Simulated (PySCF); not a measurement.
Molfile (atoms numbered from 1):
```
ClFO2S
     RDKit          3D

  5  4  0  0  0  0  0  0  0  0999 V2000
   -0.5176   -0.9514   -1.0750 O   0  0  0  0  0  0  0  0  0  0  0  0
   -0.1471   -0.1548    0.0272 S   0  0  0  0  0  6  0  0  0  0  0  0
   -0.5766   -0.4206    1.3432 O   0  0  0  0  0  0  0  0  0  0  0  0
   -0.5967    1.3688   -0.3177 F   0  0  0  0  0  0  0  0  0  0  0  0
    1.8466    0.1608    0.0052 Cl  0  0  0  0  0  0  0  0  0  0  0  0
  1  2  2  0
  2  3  2  0
  2  4  1  0
  2  5  1  0
M  END
```

Geometry: GFN2-xTB; GIAO absolute shieldings from PySCF 2.14, gas phase, non-relativistic, averaged over equivalent atoms.

At OPBE/pcSseg-1 (99 basis functions, 6.8 s wall time on 1 thread of an Intel Xeon Platinum 8488C, shared host):
```json
{"atoms": "O1/O3", "σ (ppm)": "6.8"}
{"atoms": "S2", "σ (ppm)": "219.5"}
{"atoms": "F4", "σ (ppm)": "2.9"}
{"atoms": "Cl5", "σ (ppm)": "295.7"}
```

What do these become at PBE0/pcSseg-1?

Results:


| atoms | σ at PBE0/pcSseg-1 | change |
| --- | --- | --- |
| O1/O3 | 6.8 | +0.0 |
| S2 | 178.7 | -40.8 |
| F4 | 10.8 | +7.9 |
| Cl5 | 279.2 | -16.5 |

The largest change is at S2 (sulfonyl sulfur). Cost: 99 basis functions, 7 s wall time (6.1 s CPU) on 1 thread of an Arm Neoverse V2, shared host.
